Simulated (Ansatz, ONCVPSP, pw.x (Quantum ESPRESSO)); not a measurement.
Equation-of-state test of one ONCV potential (Pt (Z = 78))

ONCVPSP 4.0.1.1 (patched build) input, shortened (lines: element, Z, core and valence counts, functional; n l f; lmax; l rc ep ncon nbas qcut; lloc lpopt rc5 dvloc0; l nproj debl; icmod fcfact rcfact), LDA (Perdew-Wang 92), scalar-relativistic:

```
  Pt 78.00   10    4  -001012      upf
    1    0    2.00
    2    0    2.00
    2    1    6.00
    3    0    2.00
    3    1    6.00
    3    2   10.00
    4    0    2.00
    4    1    6.00
    4    2   10.00
    4    3   14.00
    5    0    2.00
    5    1    6.00
    5    2    9.00
    6    0    1.00
    2
    0    1.80    0.00    4    7    6.80
    1    2.16    0.00    4    8    9.70
    2    1.95    0.00    4    9    9.50
    4    4    1.15    2.00
    0    2    2.50
    1    1    4.00
    2    3    1.60
    3    4.50    1.35
```

Atomic tests: cutoffs needed: 21 Ha and 26 Ha (the cutoffs (Ha) at which the residual kinetic energy of the hardest occupied pseudo-wave falls to 1 and 0.1 mHa per electron); ghost test: no bound ghost flagged; no localised positive-energy state flagged; largest excitation error: -642 meV (all-electron minus pseudo) for 5s1 5p6 5d9 6s1, out of 4 test configurations.

Crystal test: bcc Pt in pw.x 7.5, no spin, 15³ k-points, Fermi–Dirac smearing 0.01 Ry, cutoffs 65/260 Ry. The lattice is a test structure that the element need not adopt, and mesh and smearing are coarse.

pw.x input:

```
&control
  calculation='scf', prefix='x', pseudo_dir='./', outdir='./tmp', tstress=.true., disk_io='none'
/
&system
  ibrav=0, nat=1, ntyp=1, ecutwfc=65, ecutrho=260, nbnd=17,
  occupations='smearing', smearing='fd', degauss=0.01
/
&electrons
  conv_thr=1e-09, mixing_beta=0.4, electron_maxstep=70
/
ATOMIC_SPECIES
Pt 1.0 Pt.UPF
CELL_PARAMETERS angstrom
  -1.55416845 1.55416845 1.55416845
  1.55416845 -1.55416845 1.55416845
  1.55416845 1.55416845 -1.55416845
ATOMIC_POSITIONS crystal
Pt 0.0000 0.0000 0.0000
K_POINTS automatic
15 15 15 0 0 0
```

```bash
pw.x < Pt.scf.in > Pt.scf.out
```

Q: How does the run end?

A: It converges; the pressure is -10.95 GPa against -1.65 GPa from all-electron LAPW. This is a poor potential for the solid. The log shows:

```
     number of k points=   120  Fermi-Dirac smearing, width (Ry)=  0.0100
     iteration #  1     ecut=    65.00 Ry     beta= 0.40
     total energy              =    -259.59985226 Ry
     estimated scf accuracy    <       0.08621878 Ry
     iteration #  2     ecut=    65.00 Ry     beta= 0.40
     total energy              =    -259.61171504 Ry
     estimated scf accuracy    <       0.00356054 Ry
     iteration #  3     ecut=    65.00 Ry     beta= 0.40
     total energy              =    -259.61158624 Ry
     estimated scf accuracy    <       0.00075591 Ry
     iteration #  4     ecut=    65.00 Ry     beta= 0.40
     total energy              =    -259.61167116 Ry
     estimated scf accuracy    <       0.00001370 Ry
     iteration #  5     ecut=    65.00 Ry     beta= 0.40
     total energy              =    -259.61166907 Ry
     estimated scf accuracy    <       0.00000452 Ry
     iteration #  6     ecut=    65.00 Ry     beta= 0.40
     total energy              =    -259.61167019 Ry
     estimated scf accuracy    <       0.00000058 Ry
     iteration #  7     ecut=    65.00 Ry     beta= 0.40
     total energy              =    -259.61167005 Ry
     estimated scf accuracy    <       0.00000021 Ry
     iteration #  8     ecut=    65.00 Ry     beta= 0.40
     total energy              =    -259.61167010 Ry
     estimated scf accuracy    <       0.00000001 Ry
     iteration #  9     ecut=    65.00 Ry     beta= 0.40
     the Fermi energy is    22.7808 ev
!    total energy              =    -259.61167011 Ry
     estimated scf accuracy    <          5.9E-10 Ry
     smearing contrib. (-TS)   =      -0.00409311 Ry
     The total energy is F=E-TS. E is the sum of the following terms:
     one-electron contribution =     -55.58049292 Ry
     hartree contribution      =      39.83469537 Ry
     xc contribution           =     -43.12452739 Ry
     ewald contribution        =    -200.73725206 Ry
     convergence has been achieved in   9 iterations
          total   stress  (Ry/bohr**3)                   (kbar)     P=     -109.48
     Message from routine punch:
     Nothing written, as per user request (disk_io='none')
```
